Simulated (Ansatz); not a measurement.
**HF with N₂: structure and interaction energy**

How do HF and N₂ sit together, how strongly do they interact, and which methods get it right?

Computed with Ansatz 0.2.0, Gaussian basis. Level: PBE0-D4 structure, single points in def2-TZVPPD.

Levels: PBE-D4, revPBE-D4, BLYP-D4, r2SCAN-D4, B97M-V, PBE0-D4, B3LYP-D4, HSE06-D4, wB97X-V, wB97M-V, B2PLYP, Hartree-Fock, MP2, CCSD, CCSD(T). The reference is CCSD(T) extrapolated to the basis limit.

Cores are frozen in the correlated methods. B3LYP uses VWN-RPA correlation. B2PLYP carries no dispersion term here.

176 further runs of the same task are left out: 176 set aside as unsound or not needed.

### Step 1. The system as given

The pair, from a GFN2-xTB docking trial: 4 atoms, charge 0, spin multiplicity 1.

Atoms are counted from 1 here; the program's logs count them from 0.

Bond lengths: F1–H2 0.945 Å, N3–N4 1.097 Å.

As a file:

```tsv
atom	x (Å)	y (Å)	z (Å)
F1	0.0258	0.0186	-1.8434
H2	-0.0280	0.0518	-0.9007
N3	-0.0405	0.0228	0.8284
N4	0.0427	-0.0932	1.9157
```

Atoms 1 to 2 are fragment A (HF), the rest fragment B (N₂).

### Step 2. A first relaxation in a small basis

The input, pre/in.yaml:

```yaml
crystal:
  periodic: [false, false, false]
  atoms:
    - {symbol: F, position_ang: [0.025800, 0.018600, -1.843400]}
    - {symbol: H, position_ang: [-0.028000, 0.051800, -0.900700]}
    - {symbol: N, position_ang: [-0.040500, 0.022800, 0.828400]}
    - {symbol: N, position_ang: [0.042700, -0.093200, 1.915700]}
basis:
  gaussian: {orbitals: def2-SVP}
hamiltonian: {xc: pbe, dispersion: d4}
relax: {f_tol: 0.03, max_steps: 250}
```

Launch:

```bash
ansatz run in.yaml --threads 2 --pin off --events-out ev --progress --plain --max-ram 5222MiB
```

After this run come: Relaxation at PBE0-D4; PBE-D4/def2-TZVPPD; r2SCAN-D4/def2-TZVPPD; PBE0-D4/def2-TZVPPD; B3LYP-D4/def2-TZVPPD; wB97X-V/def2-TZVPPD; wB97M-V/def2-TZVPPD; B2PLYP/def2-TZVPPD; BLYP-D4/def2-TZVPPD; revPBE-D4/def2-TZVPPD; B97M-V/def2-TZVPPD; HSE06-D4/def2-TZVPPD; CCSD(T)/def2-TZVPPD; MP2/def2-QZVPPD; Vibrations of the pair.

Q: Predict the outcome of this session. Wanted: interaction energy, CCSD(T)/CBS; of it Hartree-Fock; D4 term of PBE0-D4; shortest contact; lowest wavenumber.

As calculated:

| quantity | value |
| --- | --- |
| interaction energy, CCSD(T)/CBS | -99 meV |
| of it Hartree-Fock (basis limit) | -39 meV |
| D4 term of PBE0-D4 | -10 meV |
| shortest contact | H2–N3 2.03 Å |
| lowest wavenumber | 69 cm⁻¹ |

What this shows: The pair is bound by 99 meV at fixed fragment shapes. Hartree-Fock gives 39 % of it, so electrostatics and correlation both count. The functionals run from r2SCAN-D4, off by 0 meV, to PBE-D4, off by -22 meV, against CCSD(T)/CBS. Mean unsigned error by rung: GGA 11, meta-GGA 5, hybrid 8, screened hybrid 10, range-separated hybrid 2, double hybrid 4 meV. PBE-D4 gives an interaction energy 22 meV too low, an error of 22 % of the reference. CCSD(T) moves by -7 meV from triple zeta to the limit; gaps between functionals far smaller than that don't rank them. A lower arrangement may exist.
